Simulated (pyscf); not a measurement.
F–CH₂–C•(F)–F → F–CH•–CH(F)–F, a hydrogen shift (doublet surface; C–H broken, C–H formed). Single points on ωB97X-D3(BJ)/def2-SVP structures (PySCF, gas phase). Energies in kcal/mol from the reactant's lowest minimum found.

Small-basis levels: PySCF, no dispersion term, spherical d functions. AM1 to PM7: differences of heats of formation from MOPAC. GFN2-xTB: tblite. Open shells are spin-unrestricted. 

```tsv
level	barrier	reaction energy
HF/STO-3G	88.9	+5.5
HF/3-21G	74.0	-0.5
SVWN5/6-31G*	45.6	+0.3
BP86/6-31G*	49.6	0.0
PBE/6-31G*	49.4	+0.1
B3LYP/3-21G	55.8	0.0
B3LYP/LANL2DZ	55.8	-2.1
B3LYP/6-311+G**	53.4	-0.7
B3LYP/def2-SVP	52.7	-0.3
GFN2-xTB	53.5	-0.2
AM1	46.0	+2.2
PM7	53.1	+2.0
ωB97M-D3(BJ)/def2-TZVP	54.0	-0.9
```

Against the last row the barrier runs from -8.5 (SVWN5/6-31G*) to +34.9 kcal/mol (HF/STO-3G). ωB97M-D3(BJ)/def2-TZVP has limits of its own. The same reactants have a lower exit, to •HC=C(F)–F + HF (barrier +44.4 kcal/mol at ωB97M-D3(BJ), against +54.0 kcal/mol here). F–CH₂–C•(F)–F lies 14.8 kcal/mol over its isomer •H₂C–C(F)(F)–F (electronic energy, ωB97M-D3(BJ)). F–CH•–CH(F)–F lies 14.0 kcal/mol over its isomer •H₂C–C(F)(F)–F (electronic energy, ωB97M-D3(BJ)). One saddle was located; it need not be the lowest between these sides.
